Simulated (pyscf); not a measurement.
5 gas-phase steps of one pattern: four-centre exchange on the singlet surface, As–O + H–H or H–H + O–P broken and As–H + H–O or H–O + H–P formed. PySCF, gas phase, ωB97X-D3(BJ)/def2-SVP geometries. Electronic energies in eV, from the separated reactants; ΔE‡ at ωB97M-D3(BJ)/def2-TZVP, beside the barrier at r²SCAN/def2-TZVP on the same structures. Rows were drawn at random from the steps of this pattern with a verified saddle, stable references and no exit in the data more than 5 kcal/mol lower.

| row | step | ΔE‡(r²SCAN) | ΔE‡ |
|---|---|---|---|
| 1 | HO–PH₂ + H₂ → PH₃ + H₂O | 2.39 | 2.56 |
| 2 | HO–P=PH + H₂ → HP=PH + H₂O | 1.98 | 2.17 |
| 3 | HO–PH–OH + H₂ -> HO–PH₂ + H₂O | 2.54 | 2.67 |
| 4 | HO–As(OH)–OH + H₂ -> HO–AsH–OH + H₂O | 1.98 | ? |
| 5 | HO–P(OH)–OH + H₂ → HO–PH–OH + H₂O | 2.59 | 2.69 |

From a straight line through the complete rows, estimate the missing barrier and say how far the line can be trusted.

Over the 4 complete rows the means are +2.38 (ΔE‡(r²SCAN)) and 2.52 (ΔE‡); least squares gives b = 0.87 and a = 0.46 eV, with residuals of 0.02 eV (root mean square; largest 0.02, row 5). For row 4: 0.46 + 0.87 × (+1.98) = 2.18 eV. The computed barrier is 2.11 eV, 0.07 under the line. The line follows these rows closely. Each barrier is that of the saddle found. Elements up to Kr have no core potential and no relativistic terms here.
